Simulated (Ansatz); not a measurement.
## Molecular dynamics of AlH$_{3}$Mg

The input (input.yaml):

```yaml
crystal:
  periodic: [false, false, false]
  atoms:
    - { symbol: Mg, position_ang: [0.269388, -1.063947, 1.660798] }
    - { symbol: Al, position_ang: [-0.412012, 0.719695, -0.076531] }
    - { symbol: H, position_ang: [0.940445, -1.598345, 0.0604] }
    - { symbol: H, position_ang: [-1.576539, 0.263594, -1.081974] }
    - { symbol: H, position_ang: [0.778707, 1.678993, -0.562692] }
basis:
  gaussian: { orbitals: def2-SVP }
hamiltonian:
  xc: blyp
md:
  timestep: 0.5
  n_steps: 200
  ensemble: nve
  temperature: 100.0
  initial_velocities: maxwell_boltzmann
  seed: 10535
```

Command:

```bash
$ ansatz run input.yaml --threads 1 --pin off --max-ram 2048MiB --backend cpu --events-out ev --progress --plain --runs-dir out
```

It starts at the highest image of a converged band, a first-order saddle point between two minima.

Output, in part (one step line in 4, the closing report, with atoms numbered from 0):

```
md step     0: t =     0.00 fs  T =   100.0 K  F+E_penalty+E_count = -12083.69141058 eV  E_kin = 0.038778 eV  conserved = -12083.65263258 eV  (28 SCF iters)
md step     4: t =     2.00 fs  T =    89.5 K  F+E_penalty+E_count = -12083.68733324 eV  E_kin = 0.034721 eV  conserved = -12083.65261227 eV  (23 SCF iters)
md step     8: t =     4.00 fs  T =    70.8 K  F+E_penalty+E_count = -12083.68002407 eV  E_kin = 0.027442 eV  conserved = -12083.65258180 eV  (22 SCF iters)
md step    12: t =     6.00 fs  T =    61.6 K  F+E_penalty+E_count = -12083.67648522 eV  E_kin = 0.023906 eV  conserved = -12083.65257970 eV  (22 SCF iters)
md step    16: t =     8.00 fs  T =    63.7 K  F+E_penalty+E_count = -12083.67729854 eV  E_kin = 0.024694 eV  conserved = -12083.65260421 eV  (23 SCF iters)
md step    20: t =    10.00 fs  T =    63.2 K  F+E_penalty+E_count = -12083.67711490 eV  E_kin = 0.024501 eV  conserved = -12083.65261436 eV  (23 SCF iters)
md step    24: t =    12.00 fs  T =    55.6 K  F+E_penalty+E_count = -12083.67412908 eV  E_kin = 0.021547 eV  conserved = -12083.65258204 eV  (28 SCF iters)
md step    28: t =    14.00 fs  T =    59.6 K  F+E_penalty+E_count = -12083.67567050 eV  E_kin = 0.023118 eV  conserved = -12083.65255264 eV  (23 SCF iters)
md step    32: t =    16.00 fs  T =    91.7 K  F+E_penalty+E_count = -12083.68812800 eV  E_kin = 0.035555 eV  conserved = -12083.65257261 eV  (23 SCF iters)
md step    36: t =    18.00 fs  T =   141.9 K  F+E_penalty+E_count = -12083.70762317 eV  E_kin = 0.055032 eV  conserved = -12083.65259085 eV  (28 SCF iters)
md step    40: t =    20.00 fs  T =   200.8 K  F+E_penalty+E_count = -12083.73042818 eV  E_kin = 0.077870 eV  conserved = -12083.65255864 eV  (28 SCF iters)
md step    44: t =    22.00 fs  T =   287.5 K  F+E_penalty+E_count = -12083.76399284 eV  E_kin = 0.111492 eV  conserved = -12083.65250055 eV  (28 SCF iters)
md step    48: t =    24.00 fs  T =   438.1 K  F+E_penalty+E_count = -12083.82232704 eV  E_kin = 0.169870 eV  conserved = -12083.65245691 eV  (28 SCF iters)
md step    52: t =    26.00 fs  T =   681.7 K  F+E_penalty+E_count = -12083.91679436 eV  E_kin = 0.264343 eV  conserved = -12083.65245091 eV  (29 SCF iters)
md step    56: t =    28.00 fs  T =  1026.4 K  F+E_penalty+E_count = -12084.05057645 eV  E_kin = 0.398032 eV  conserved = -12083.65254424 eV  (28 SCF iters)
md step    60: t =    30.00 fs  T =  1422.0 K  F+E_penalty+E_count = -12084.20441426 eV  E_kin = 0.551432 eV  conserved = -12083.65298230 eV  (29 SCF iters)
md step    64: t =    32.00 fs  T =  1636.5 K  F+E_penalty+E_count = -12084.28854397 eV  E_kin = 0.634601 eV  conserved = -12083.65394265 eV  (29 SCF iters)
md step    68: t =    34.00 fs  T =  1326.8 K  F+E_penalty+E_count = -12084.16775521 eV  E_kin = 0.514522 eV  conserved = -12083.65323317 eV  (29 SCF iters)
md step    72: t =    36.00 fs  T =  1163.8 K  F+E_penalty+E_count = -12084.10256689 eV  E_kin = 0.451287 eV  conserved = -12083.65128033 eV  (28 SCF iters)
md step    76: t =    38.00 fs  T =  1993.8 K  F+E_penalty+E_count = -12084.42714442 eV  E_kin = 0.773167 eV  conserved = -12083.65397732 eV  (27 SCF iters)
md step    80: t =    40.00 fs  T =  2560.6 K  F+E_penalty+E_count = -12084.64717896 eV  E_kin = 0.992958 eV  conserved = -12083.65422126 eV  (28 SCF iters)
md step    84: t =    42.00 fs  T =  2443.0 K  F+E_penalty+E_count = -12084.60053970 eV  E_kin = 0.947359 eV  conserved = -12083.65318090 eV  (28 SCF iters)
md step    88: t =    44.00 fs  T =  2145.4 K  F+E_penalty+E_count = -12084.48460660 eV  E_kin = 0.831941 eV  conserved = -12083.65266604 eV  (28 SCF iters)
md step    92: t =    46.00 fs  T =  2001.1 K  F+E_penalty+E_count = -12084.42850631 eV  E_kin = 0.775999 eV  conserved = -12083.65250726 eV  (28 SCF iters)
md step    96: t =    48.00 fs  T =  2125.2 K  F+E_penalty+E_count = -12084.47658822 eV  E_kin = 0.824096 eV  conserved = -12083.65249203 eV  (29 SCF iters)
md step   100: t =    50.00 fs  T =  2513.4 K  F+E_penalty+E_count = -12084.62752348 eV  E_kin = 0.974656 eV  conserved = -12083.65286717 eV  (28 SCF iters)
md step   104: t =    52.00 fs  T =  2897.1 K  F+E_penalty+E_count = -12084.77781001 eV  E_kin = 1.123451 eV  conserved = -12083.65435866 eV  (28 SCF iters)
md step   108: t =    54.00 fs  T =  2529.8 K  F+E_penalty+E_count = -12084.63577490 eV  E_kin = 0.980998 eV  conserved = -12083.65477658 eV  (29 SCF iters)
md step   112: t =    56.00 fs  T =  1759.4 K  F+E_penalty+E_count = -12084.33261136 eV  E_kin = 0.682263 eV  conserved = -12083.65034799 eV  (29 SCF iters)
md step   116: t =    58.00 fs  T =  2491.9 K  F+E_penalty+E_count = -12084.62072683 eV  E_kin = 0.966318 eV  conserved = -12083.65440855 eV  (28 SCF iters)
md step   120: t =    60.00 fs  T =  3041.4 K  F+E_penalty+E_count = -12084.83424181 eV  E_kin = 1.179407 eV  conserved = -12083.65483502 eV  (28 SCF iters)
md step   124: t =    62.00 fs  T =  2661.6 K  F+E_penalty+E_count = -12084.68517395 eV  E_kin = 1.032105 eV  conserved = -12083.65306902 eV  (28 SCF iters)
md step   128: t =    64.00 fs  T =  2196.2 K  F+E_penalty+E_count = -12084.50404965 eV  E_kin = 0.851631 eV  conserved = -12083.65241890 eV  (28 SCF iters)
md step   132: t =    66.00 fs  T =  2076.7 K  F+E_penalty+E_count = -12084.45764262 eV  E_kin = 0.805310 eV  conserved = -12083.65233288 eV  (28 SCF iters)
md step   136: t =    68.00 fs  T =  2368.0 K  F+E_penalty+E_count = -12084.57078074 eV  E_kin = 0.918256 eV  conserved = -12083.65252428 eV  (28 SCF iters)
md step   140: t =    70.00 fs  T =  2922.7 K  F+E_penalty+E_count = -12084.78667320 eV  E_kin = 1.133378 eV  conserved = -12083.65329542 eV  (28 SCF iters)
md step   144: t =    72.00 fs  T =  3237.9 K  F+E_penalty+E_count = -12084.91044718 eV  E_kin = 1.255602 eV  conserved = -12083.65484540 eV  (28 SCF iters)
md step   148: t =    74.00 fs  T =  2633.1 K  F+E_penalty+E_count = -12084.67438424 eV  E_kin = 1.021073 eV  conserved = -12083.65331099 eV  (27 SCF iters)
md step   152: t =    76.00 fs  T =  2175.5 K  F+E_penalty+E_count = -12084.49451277 eV  E_kin = 0.843596 eV  conserved = -12083.65091664 eV  (26 SCF iters)
md step   156: t =    78.00 fs  T =  2802.3 K  F+E_penalty+E_count = -12084.74153783 eV  E_kin = 1.086677 eV  conserved = -12083.65486107 eV  (26 SCF iters)
md step   160: t =    80.00 fs  T =  2753.8 K  F+E_penalty+E_count = -12084.72186157 eV  E_kin = 1.067869 eV  conserved = -12083.65399236 eV  (26 SCF iters)
md step   164: t =    82.00 fs  T =  2099.4 K  F+E_penalty+E_count = -12084.46677542 eV  E_kin = 0.814100 eV  conserved = -12083.65267576 eV  (27 SCF iters)
md step   168: t =    84.00 fs  T =  1570.4 K  F+E_penalty+E_count = -12084.26120745 eV  E_kin = 0.608962 eV  conserved = -12083.65224540 eV  (27 SCF iters)
md step   172: t =    86.00 fs  T =  1467.1 K  F+E_penalty+E_count = -12084.22109605 eV  E_kin = 0.568912 eV  conserved = -12083.65218388 eV  (27 SCF iters)
md step   176: t =    88.00 fs  T =  1834.7 K  F+E_penalty+E_count = -12084.36384608 eV  E_kin = 0.711447 eV  conserved = -12083.65239901 eV  (26 SCF iters)
md step   180: t =    90.00 fs  T =  2513.2 K  F+E_penalty+E_count = -12084.62788590 eV  E_kin = 0.974563 eV  conserved = -12083.65332317 eV  (27 SCF iters)
md step   184: t =    92.00 fs  T =  2913.2 K  F+E_penalty+E_count = -12084.78494375 eV  E_kin = 1.129685 eV  conserved = -12083.65525925 eV  (25 SCF iters)
md step   188: t =    94.00 fs  T =  2197.7 K  F+E_penalty+E_count = -12084.50578510 eV  E_kin = 0.852218 eV  conserved = -12083.65356689 eV  (26 SCF iters)
md step   192: t =    96.00 fs  T =  1617.0 K  F+E_penalty+E_count = -12084.27786682 eV  E_kin = 0.627057 eV  conserved = -12083.65080944 eV  (27 SCF iters)
md step   196: t =    98.00 fs  T =  2291.0 K  F+E_penalty+E_count = -12084.54342364 eV  E_kin = 0.888391 eV  conserved = -12083.65503301 eV  (25 SCF iters)
md step   200: t =   100.00 fs  T =  2279.0 K  F+E_penalty+E_count = -12084.53761214 eV  E_kin = 0.883767 eV  conserved = -12083.65384500 eV  (25 SCF iters)
Total energy: -12084.53794492 eV, -444.0985782818 hartree
Atom 0 at     0.310973    -1.352345     2.220373 Å, force     0.053120    -0.167699     0.160492 eV/Å
Atom 1 at    -0.384165     0.873473    -0.595502 Å, force    -0.895239     1.507873     0.222919 eV/Å
Atom 2 at    -0.738213     2.072577    -1.731867 Å, force     0.423515    -0.925333     0.304971 eV/Å
Atom 3 at    -1.555809    -0.032613    -0.004891 Å, force    -0.014345    -0.335412    -0.397112 eV/Å
Atom 4 at     0.688544     1.141904     0.551463 Å, force     0.432949    -0.079429    -0.291270 eV/Å
Dipole moment:     0.073389    -0.002009    -0.272670 e Å
```

All steps were run. The conserved energy stayed within 0.58 meV per atom of its start (net change -0.24 meV per atom), so the integration is sound. The system heated up, since it started high on the potential surface and ran downhill. A run of 0.1 ps of so small a system gives no equilibrium averages. The orbitals stay closed-shell, which can raise the energy where a bond breaks towards radicals; this wasn't checked here.

The step under study would form Al2–H3 and break Mg1–H3. These pairs go: Al2–H3 2.69 → 1.69 Å, Mg1–H3 1.82 → 5.33 Å. In the last frame they stand as after the step (other bonds may differ from the relaxed reactants and products). These pairs come and go: their bonding changes 8 times, last at 89 of 100 fs, so the outcome isn't settled. Also parted: Mg1–Al2 2.58 → 3.66 Å. It ends as AlH3 + Mg. Pairs count as bonded within 1.25 times the sum of covalent radii (0.12 Å more for H–H).

Last frame:

```xyz
5
Properties=species:S:1:pos:R:3
Mg 0.311 -1.352 2.220
Al -0.384 0.874 -0.596
H -0.738 2.073 -1.732
H -1.556 -0.033 -0.005
H 0.689 1.142 0.551
```

The run took 3.8 min on 1 thread of Arm Neoverse V1, on a shared host, peak memory 0.09 GiB.
